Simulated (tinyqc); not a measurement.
Inside a calculation. Method: RHF in the sto-3g basis, for HF, spin multiplicity 1. One step of it, computed by the program tinyqc.

Problem. Iteration 2: building the Fock matrix. J_ij = sum D_kl (ij|kl), K_ij = sum D_kl (ik|jl); F = H + J - 0.5 K; E = tr D H + tr D J / 2 - 0.25 tr D K + E_nn.

D after iteration 1:
```
            1F 1s      1F 2s    1F 2px    1F 2py     1F 2pz      2H 1s
1F 1s    2.112383  -0.471208  0.000000  0.000000   0.086917  -0.038224
1F 2s   -0.471208   2.002766  0.000000  0.000000  -0.434589   0.027452
1F 2px   0.000000   0.000000  2.000000  0.000000   0.000000   0.000000
1F 2py   0.000000   0.000000  0.000000  2.000000   0.000000   0.000000
1F 2pz   0.086917  -0.434589  0.000000  0.000000   1.142030   0.726251
2H 1s   -0.038224   0.027452  0.000000  0.000000   0.726251   0.512304
```

core Hamiltonian H = T + V (hartree):
```
             1F 1s       1F 2s     1F 2px     1F 2py     1F 2pz      2H 1s
1F 1s   -40.528981   -9.509608   0.000000   0.000000  -0.011484  -1.449778
1F 2s    -9.509608  -11.005794   0.000000   0.000000  -0.140978  -3.212406
1F 2px    0.000000    0.000000  -8.675264   0.000000   0.000000   0.000000
1F 2py    0.000000    0.000000   0.000000  -8.675264   0.000000   0.000000
1F 2pz   -0.011484   -0.140978   0.000000   0.000000  -8.758585  -2.192430
2H 1s    -1.449778   -3.212406   0.000000   0.000000  -2.192430  -4.887873
```

Two-electron integrals (ij|kl) in chemists' order, unique and non-zero (hartree):
```
(11|11) 5.403501   (21|11) 0.841920   (21|21) 0.156299   (22|11) 1.268028
(22|21) 0.292344   (22|22) 0.926167   (31|31) 0.027998   (32|31) 0.043169
(32|32) 0.204588   (33|11) 1.264502   (33|21) 0.292403   (33|22) 0.925959
(33|33) 0.997514   (41|41) 0.027998   (42|41) 0.043169   (42|42) 0.204588
(43|43) 0.053770   (44|11) 1.264502   (44|21) 0.292403   (44|22) 0.925959
(44|33) 0.889973   (44|44) 0.997514   (51|51) 0.027998   (52|51) 0.043169
(52|52) 0.204588   (53|53) 0.053770   (54|54) 0.053770   (55|11) 1.264502
(55|21) 0.292403   (55|22) 0.925959   (55|33) 0.889973   (55|44) 0.889973
(55|55) 0.997514   (61|11) 0.129074   (61|21) 0.023764   (61|22) 0.044180
(61|33) 0.044112   (61|44) 0.044112   (61|51) 0.000976   (61|52) 0.001831
(61|55) 0.044324   (61|61) 0.003650   (62|11) 0.330985   (62|21) 0.077351
(62|22) 0.273879   (62|33) 0.269846   (62|44) 0.269846   (62|51) 0.005278
(62|52) 0.041391   (62|55) 0.281675   (62|61) 0.011937   (62|62) 0.100175
(63|31) 0.008048   (63|32) 0.047873   (63|53) 0.008688   (63|63) 0.014761
(64|41) 0.008048   (64|42) 0.047873   (64|54) 0.008688   (64|64) 0.014761
(65|11) 0.226990   (65|21) 0.053722   (65|22) 0.203605   (65|33) 0.194931
(65|44) 0.194931   (65|51) 0.011250   (65|52) 0.077006   (65|55) 0.220718
(65|61) 0.008634   (65|62) 0.091346   (65|65) 0.097428   (66|11) 0.490883
(66|21) 0.116599   (66|22) 0.476464   (66|33) 0.460331   (66|44) 0.460331
(66|51) 0.009860   (66|52) 0.109269   (66|55) 0.508195   (66|61) 0.018103
(66|62) 0.224828   (66|65) 0.238306   (66|66) 0.774606
```

nuclear repulsion = 4.53580466 hartree

Give: Coulomb J; exchange K; Fock matrix F; total energy of this density.

Solution.

Coulomb J (hartree):
```
         1F 1s  1F 2s  1F 2px  1F 2py  1F 2pz  2H 1s
1F 1s   20.252  3.860   0.000   0.000  -0.011  0.587
1F 2s    3.860  9.571   0.000   0.000   0.000  2.793
1F 2px   0.000  0.000   9.572   0.000   0.000  0.000
1F 2py   0.000  0.000   0.000   9.572   0.000  0.000
1F 2pz  -0.011  0.000   0.000   0.000   9.542  2.071
2H 1s    0.587  2.793   0.000   0.000   2.071  4.964
```

exchange K (hartree):
```
         1F 1s   1F 2s  1F 2px  1F 2py  1F 2pz  2H 1s
1F 1s   11.073   1.916   0.000   0.000   0.004  0.307
1F 2s    1.916   3.082   0.000   0.000  -0.150  0.991
1F 2px   0.000   0.000   2.614   0.000   0.000  0.000
1F 2py   0.000   0.000   0.000   2.614   0.000  0.000
1F 2pz   0.004  -0.150   0.000   0.000   2.156  0.784
2H 1s    0.307   0.991   0.000   0.000   0.784  1.043
```

Fock matrix F (hartree):
```
          1F 1s   1F 2s  1F 2px  1F 2py  1F 2pz   2H 1s
1F 1s   -25.813  -6.607   0.000   0.000  -0.025  -1.017
1F 2s    -6.607  -2.976   0.000   0.000  -0.066  -0.915
1F 2px    0.000   0.000  -0.411   0.000   0.000   0.000
1F 2py    0.000   0.000   0.000  -0.411   0.000   0.000
1F 2pz   -0.025  -0.066   0.000   0.000  -0.295  -0.513
2H 1s    -1.017  -0.915   0.000   0.000  -0.513  -0.446
```

total energy of this density = -98.54587 hartree
